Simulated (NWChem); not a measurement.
## Correlation energy of tetrafluoromethane (CF₄)

SMILES: FC(F)(F)F
```xyz
5

F      1.0742     0.0000    -0.7596
C      0.0000     0.0000     0.0000
F     -1.0742     0.0000    -0.7596
F      0.0000    -1.0742     0.7596
F      0.0000     1.0742     0.7596
```
Charge 0, spin multiplicity 1.

The numbers come from NWChem runs, not from measurements. Structure: optimised with PBE0/def2-SVP, a minimum by its harmonic frequencies.

Basis set: cc-pVDZ. Each correlation energy counts from its own Hartree-Fock reference.

The correlated methods keep 5 core orbitals frozen. No row is a measurement; the coupled-cluster row has its own basis-set and correlation limits.

Q: For the correlation energy, RI-MP2 gives -868.8 mHa and MP2 gives -868.7 mHa. What do SCS-MP2, CR-CCSD[T], CR-CCSD(T) give?

A: SCS-MP2: -832.8 mHa; CR-CCSD[T]: -891.8 mHa; CR-CCSD(T): -890.5 mHa.
